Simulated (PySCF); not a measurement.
## PH3: calculation against experiment

**The experiment to reproduce.**

From NIST CCCBDB Release 22 (SRD 101), experimental dipoles, for the gas: dipole moment (microwave Stark effect) 0.58 D.

How close the calculation comes is told at the end.

PH3.
SMILES with atom numbers: `[PH3:1]` (hydrogens: H2, H3, H4 on P1)

Cartesian coordinates in Å at the PBE0-D3(BJ)/def2-SVP level; atoms count from 1:
```
atom  x, y, z in Å
P1     0.026   -0.041    0.476
H2    -0.599    1.021   -0.247
H3     1.199   -0.004   -0.337
H4    -0.590   -1.049   -0.327
```

Runs made with PySCF (gas phase, on this PBE0-D3(BJ)/def2-SVP geometry; no spin–orbit coupling):

```json
{"level": "PBE0-D3(BJ)/def2-SVP, grid level 1", "job": "geometry optimisation from a GFN2-xTB start shaken at random", "basis functions": "33", "wall time": "1.3 s"}
```

Hardware: Arm Neoverse V1, one thread, no GPU, shared host.

**Comparison with experiment**

**Dipole moment.** Measured: 0.58 D (NIST CCCBDB Release 22 (SRD 101), experimental dipoles).

```tsv
level	computed (D)	computed − measured (D)	% (from the printed values)
PBE0-D3(BJ)/def2-SVP	0.91	+0.33	+57
```

The computed dipoles belong to one fixed geometry; measured ones are averaged over vibrations unless marked μe. Magnitudes are compared, not signs.

No measured geometry was used, and the causes of the misses weren't examined.
